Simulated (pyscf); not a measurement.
Elimination: `[CH3][O][SiH3]` -> `[CH2]=[O]` + `[SiH4]`

Gas phase, singlet surface, charge 0. Bonds broken: C1–H4, O2–Si3. Bonds formed: Si3–H4. Single points on ωB97X-D3(BJ)/def2-SVP structures (PySCF, gas phase). MP2 and CC: frozen core, UHF for open shells. ΔMP2 is the change of the MP2 total energy from the triple- to the quadruple-zeta basis.

Transition state (Å):

```xyz
9

C     -1.7759     0.2071     0.3435
O     -1.2370    -0.9472     0.4547
Si     0.1880    -0.0509    -0.7750
H     -0.9653     1.0461    -0.4956
H     -2.6783     0.3560    -0.2936
H     -1.7455     0.9342     1.1878
H      1.0828    -0.2375     0.3906
H     -0.2414    -1.0761    -1.7540
H      0.9515     0.9433    -1.6340
```

One imaginary mode, 803i cm⁻¹; descent along it reached the two sides named.

```tsv
bond	change	reactant side (Å)	saddle	product side
C1–H4	breaks	1.107	1.437	3.5
O2–Si3	breaks	1.664	2.085	3.0
Si3–H4	forms	3.0	1.616	1.490
```

Electronic energies relative to the reactant's lowest minimum found (eV):

```tsv
level	barrier	reaction energy	reverse barrier
ωB97X-D3(BJ)/def2-TZVP	3.39	+1.99	1.41
PBE/def2-TZVP	3.03	+1.80	1.23
r²SCAN/def2-TZVP	3.21	+1.98	1.23
B3LYP-D3(BJ)/def2-TZVP	3.34	+1.88	1.46
PBE0-D3(BJ)/def2-TZVP	3.24	+2.01	1.23
M06-2X/def2-TZVP	3.45	+2.11	1.34
ωB97M-D3(BJ)/def2-TZVP	3.36	+1.92	1.43
HF/def2-TZVP	3.85	+1.79	2.06
MP2/def2-QZVPP	3.48	+2.06	1.42
CCSD/def2-TZVPP	3.53	+1.91	1.62
CCSD(T)/def2-TZVPP	3.44	+1.89	1.54
CCSD(T)/def2-TZVPP + ΔMP2(QZVPP)	3.43	+1.94	1.49
```

With CCSD(T)/def2-TZVPP + ΔMP2(QZVPP) energies and thermal terms (ideal gas, 1 atm, RRHO with modes under 100 cm⁻¹ raised to 100, one conformer, R ln 2 for chiral ones without a mode under 150 cm⁻¹), in eV:

| T (K) | ΔH‡ | ΔG‡ | ΔH | ΔG |
|---|---|---|---|---|
| 298 | 3.28 | 3.31 | +1.73 | +1.34 |
| 600 | 3.27 | 3.34 | +1.72 | +0.95 |
| 900 | 3.26 | 3.38 | +1.69 | +0.57 |
| 1200 | 3.25 | 3.42 | +1.66 | +0.20 |

H₃C–O–SiH₃ lies 1.03 eV over its isomer H₃C–SiH₂–OH (electronic energy, ωB97M-D3(BJ)). One saddle was located; it need not be the lowest between these sides. The CCSD(T) − MP2 part came from Ansatz, without density fitting, on the same reference.
